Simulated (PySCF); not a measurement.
C₅H₁₀S.
Structure used (GFN2-xTB), in Å, numbered top down from 1:
```
atom  x, y, z in Å
C1     2.652   -0.216    0.070
S2     1.471    1.002    0.717
C3    -0.026    0.394   -0.122
C4    -1.318    1.142    0.226
C5    -2.010   -0.209    0.469
C6    -0.640   -0.904    0.420
H7     3.613    0.007    0.520
H8     2.331   -1.215    0.350
H9     2.715   -0.123   -1.010
H10    0.189    0.365   -1.191
H11   -1.732    1.767   -0.562
H12   -1.214    1.734    1.132
H13   -2.661   -0.503   -0.351
H14   -2.554   -0.302    1.405
H15   -0.560   -1.776   -0.227
H16   -0.262   -1.155    1.410
```

The closed-shell SCF was solved with PySCF and density fitting under several settings on one GFN2-xTB geometry (grid level 2 and gas phase unless stated).

| settings | basis functions | SCF cycles | E (Eh) | HOMO (eV) | LUMO (eV) | dipole (D) |
| --- | --- | --- | --- | --- | --- | --- |
| PBE0/pcSseg-1 | 159 | 12 | -594.2886 | -6.17 | 0.90 | 1.72 |
| PBE0/def2-SVPD | 207 | 12 | -594.0854 | -6.18 | 0.51 | 1.79 |
| PBE/cc-pVDZ | 138 | 14 | -594.2669 | -4.76 | 0.22 | 1.54 |
| X3LYP/3-21G, IEF-PCM dimethylsulfoxide, level shift 0.2 Eh | 78 | 10 | -591.5315 | -6.02 | 1.56 | 2.49 |
| BLYP/aug-cc-pVDZ, energy threshold 1e-07 Eh | 232 | 9 | -594.5985 | -4.85 | -0.60 | 1.67 |
| OLYP/pcSseg-1 | 159 | 14 | -594.5885 | -4.78 | 0.11 | 1.59 |
| LDA/6-311+G(2d,p) | 230 | 15 | -591.5648 | -5.06 | -0.61 | 1.72 |
| PBE0/pcseg-1 | 138 | 12 | -594.2737 | -6.21 | 0.85 | 1.76 |

Task: Estimate the row for these settings: OLYP/6-311G**, grid level 4, damping 0.3 at the start, DIIS from the seventh cycle.

Result: 
```
                                                                          settings  basis functions  SCF cycles     E (Eh)  HOMO (eV)  LUMO (eV)  dipole (D)
OLYP/6-311G**, grid level 4, damping 0.3 at the start, DIIS from the seventh cycle              176          15  -594.6924      -4.82       0.04        1.79
```

Task: Over all rows, what range does the HOMO–LUMO gap span?

Result: From 4.25 eV (BLYP/aug-cc-pVDZ, energy threshold 1e-07 Eh) to 7.58 eV (X3LYP/3-21G, IEF-PCM dimethylsulfoxide, level shift 0.2 Eh). The functional of the narrowest has no exact exchange, that of the widest 22 % exact exchange.

Task: And the dipole moment?

Result: From 1.54 D (PBE/cc-pVDZ) to 2.49 D (X3LYP/3-21G, IEF-PCM dimethylsulfoxide, level shift 0.2 Eh); the largest is 1.62 times the smallest, and the median is 1.72 D.

Task: Compare two rows with the functional PBE0: PBE0/pcSseg-1 and PBE0/def2-SVPD. Which energy is lower, and by how much?

Result: PBE0/pcSseg-1 (159 functions) lies 0.2032 Eh or 128 kcal/mol below PBE0/def2-SVPD (207 functions). The smaller set gives the lower energy; the two sets aren't nested, so the variational bound doesn't order them by size.

Cycle counts include a coarse-grid stage where the run had one. All basis functions are spherical, in the Pople sets too. Geometry: GFN2-xTB, one conformer.
